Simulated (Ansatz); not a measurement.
`C#CC#N` + H–F → `C#CF` + `C#N`  (substitution at a C–C bond)

Program: Ansatz. Geometries: PBE0-D4/def2-TZVP. ΔE: electronic, gas phase. CBS: MP2 limit from def2 TZ/QZ plus the TZ coupled-cluster correction, frozen cores. This one scheme is used for every species. DFT in def2-TZVPP.

Is it downhill or uphill in electronic energy at CCSD(T)/CBS, and by how much? (An estimate is asked.)

Computed: Uphill: ΔE = +135.2 kJ/mol.

What do these levels give: PBE0-D4, BHLYP-D4, ωB97M-V, RPA@PBE/def2-TZVPP, CCSD(T)/def2-SVP, MP2/CBS(def2)? (Estimate.)

The calculation gave: PBE0-D4 131.8, BHLYP-D4 126.3, ωB97M-V 117.9, RPA@PBE/def2-TZVPP 120.9, CCSD(T)/def2-SVP 114.0, MP2/CBS(def2) 151.6 kJ/mol.

Largest T1 diagnostic among the species: 0.015.

From r2SCAN to r2SCAN0 (25 % exact exchange), in def2-TZVPP and without D4, ΔE moves by −3.8 kJ/mol. Leaving LDA and LC-ωPBE aside and taking each functional with its dispersion term where it has one, the values, not all of them listed here, spread over 21.4 kJ/mol, from ωB97X-V to revPBE-D4.
